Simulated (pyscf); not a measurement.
Single points on ωB97X-D3(BJ)/def2-SVP structures (PySCF, gas phase).

**Question.** Estimate by transition-state theory the rate constant of HO–Si(OH)(OH)–Cl + H atom (H•) → HO–Si•(OH)–OH + hydrogen chloride (HCl) (doublet surface; Cl–Si broken, Cl–H formed) at 900 K, with ωB97M-D3(BJ)/def2-TZVP energies (ideal gas, 1 atm, RRHO with modes under 100 cm⁻¹ raised to 100, one conformer, R ln 2 for chiral ones without a mode under 150 cm⁻¹; no tunnelling).

**Answer.** The electronic barrier is 26.8 kcal/mol and the thermal terms add +21.0, so ΔG‡ = 47.8 kcal/mol. With k_BT/h = 1.88e+13 s⁻¹ and RT = 1.788 kcal/mol, and a volume of 1.23e-19 cm³ per molecule at 1 atm, k = 5.7e-18 cm³ molecule⁻¹ s⁻¹. Wigner's tunnelling factor for 496i cm⁻¹ would be 1.03. A shift of 1 kcal/mol in the barrier changes k by a factor 1.7. The same reactants have a lower exit, to HO–SiH(OH)–OH + Cl• (barrier +19.2 kcal/mol at ωB97M-D3(BJ)/def2-TZVP, against +26.8 kcal/mol here). One saddle was located; it need not be the lowest between these sides. The angle at the transferred Cl is 180°.
